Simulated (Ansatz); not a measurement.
PBE exchange is replaced step by step with exact exchange (0 % is PBE, 25 % PBE0; no dispersion term), basis def2-TZVP, Ansatz. System: Na₂Cl. Charge 0, multiplicity 2. Geometry: PBE0-D4/def2-TZVP, each spin state at its own.

The relaxed quartet has other bonds than the doublet, so its gap is one between isomers.

Geometry of the doublet:

```
atom   x (Å)   y (Å)   z (Å)
 Na1   0.921   0.293   1.453
 Na2  -1.655   0.207  -0.515
 Cl3   0.733  -0.501  -0.938
```

In the quartet geometry the species has come apart into loosely held pieces. The structure comes from a short search, and lower isomers may exist.

HOMO and LUMO are taken over both spins.

```json
{"exact exchange (%)": "0", "HOMO (eV)": "-2.97", "LUMO (eV)": "-2.11", "gap (eV)": "0.85", "⟨S²⟩": "0.750", "quartet − doublet (kJ/mol)": "476.9"}
{"exact exchange (%)": "5", "HOMO (eV)": "-3.06", "LUMO (eV)": "-1.98", "gap (eV)": "1.07", "⟨S²⟩": "0.750", "quartet − doublet (kJ/mol)": "476.3"}
{"exact exchange (%)": "10", "HOMO (eV)": "-3.15", "LUMO (eV)": "-1.85", "gap (eV)": "1.30", "⟨S²⟩": "0.750", "quartet − doublet (kJ/mol)": "475.7"}
{"exact exchange (%)": "15", "HOMO (eV)": "-3.25", "LUMO (eV)": "-1.73", "gap (eV)": "1.52", "⟨S²⟩": "0.750", "quartet − doublet (kJ/mol)": "475.2"}
{"exact exchange (%)": "35", "HOMO (eV)": "-3.63", "LUMO (eV)": "-1.31", "gap (eV)": "2.32", "⟨S²⟩": "0.750", "quartet − doublet (kJ/mol)": "474.2"}
{"exact exchange (%)": "50", "HOMO (eV)": "-3.93", "LUMO (eV)": "-1.03", "gap (eV)": "2.89", "⟨S²⟩": "0.750", "quartet − doublet (kJ/mol)": "474.2"}
```

Problem. Fit a straight line to the column «quartet − doublet (kJ/mol)» against the share of exact exchange and predict its value at 25 %.

Solution. With x = exact exchange (%) and y = quartet − doublet (kJ/mol): mean x = 19.17, mean y = 475.4; Σ(x − x̄)(y − ȳ) = -99.42, Σ(x − x̄)² = 1871; slope b = -0.05314, intercept a = ȳ − b·x̄ = 476.4. The residuals of the fitted rows reach 0.5. At x = 25 the line gives 476.4 + (-0.05314 × 25) = 475.1; the run gave 474.5, 0.6 less than the line.
